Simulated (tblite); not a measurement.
# CH2BrN: the cost of one run

Computed with tblite 0.8.0 and PySCF 2.14.0; each step states its level. No surroundings beyond the atoms listed, unless a continuum is named. Atoms count from 0, parts from 1.

## (1) The system as given

5 atoms, charge 0, multiplicity 1; geometry: rigid parts in contact. Parts: 1 = atoms 0–1, `Br`, charge 0; 2 = atoms 2–4, `C#N`, charge 0.

## (2) Docking the parts with GFN2-xTB

What the job is given:

```
{"job": {"kind": "dock", "xc": "GFN2-xTB", "basis": "xTB"}, "charge": 0, "multiplicity": 1, "parts": [{"atoms": "0-1", "charge": 0, "multiplicity": 1}, {"atoms": "2-4", "charge": 0, "multiplicity": 1}]}
Br     0.700531     0.012019     0.011385
H     -0.700531    -0.012019    -0.011385
C     -2.725576    -1.607653    -1.371136
N     -1.619227    -1.342988    -1.357030
H     -3.754927    -1.853881    -1.384283
```

Method: GFN2-xTB search for minima from random contacts, gas phase.

Launch:

```sh
$ OMP_NUM_THREADS=1 python cluster_run.py task.json out
```

One launch serves the whole session: the jobs run in the order shown.

**Question.** How long does this first job take on 1 thread of AMD EPYC 7R43, shared host?

About 1.2 s.
